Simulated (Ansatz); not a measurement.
Relaxed structures of CH$_{4}$BCl, closed shell (PBE0-D4/def2-TZVP; forces vanish, vibrations not checked; lower isomers may exist, and structures with a doubtful reference or unclear bonds are left out; Å). Program: Ansatz 0.2.0. Basis: def2-TZVPP. Cores are frozen in the correlated methods.

(1) Rank them by CCSD(T) energy, lowest first, and give each one's height above the lowest. Links in brackets join atoms within 1.22 times the sum of their covalent radii (1.1 for two metals). (Judge from chemistry; the value comes from the calculation.)
A.
CH₄BCl ([BH2][CH2][Cl])
```
7
angstrom
B -0.6988 0.0105 -0.6244
C 0.4349 -0.0984 0.4255
Cl 1.4023 1.3696 0.7238
H -1.3496 -0.9759 -0.8193
H -0.9321 1.0138 -1.2245
H 1.1259 -0.8977 0.1332
H 0.0173 -0.4219 1.3858
```
B.
a complex of CH₃B ([BH][CH2]) + HCl
```
7
angstrom
B -0.3050 0.1610 -0.0931
C 0.3419 -0.8318 0.6262
Cl 1.1618 2.2272 0.3163
H -1.0307 0.7593 -0.7986
H 2.0747 1.4170 -0.0773
H 1.1651 -0.7138 1.3186
H -0.0280 -1.8510 0.5277
```
C.
CH₄BCl ([CH2][BH2][Cl])
```
7
angstrom
B 0.4087 0.2299 0.2768
C -0.6729 0.0828 -0.6338
Cl 1.5443 1.4623 0.8162
H -1.1927 -0.8648 -0.7328
H -1.0492 0.8730 -1.2754
H 0.8450 -1.0101 0.5218
H 0.2724 -0.7628 1.1621
```

T1 diagnostic: at most 0.012. The restricted Hartree–Fock reference is unstable towards an unrestricted one at one or more of these structures.

Results:

(1) The calculation gives: A (0.0 kJ/mol), C (67.4 kJ/mol), B (112.9 kJ/mol). Heights count from the lowest.

For scale, one of the runs: CCSD(T)/def2-TZVPP, 160 basis functions, launched by `ansatz run in.yaml --threads 2 --pin off --events-out ev --progress --plain --max-ram 4352MiB`. The run took 25 s on 2 CPU threads of an Arm Neoverse V1 (shared host), with 1.1 GiB of host memory at its peak.
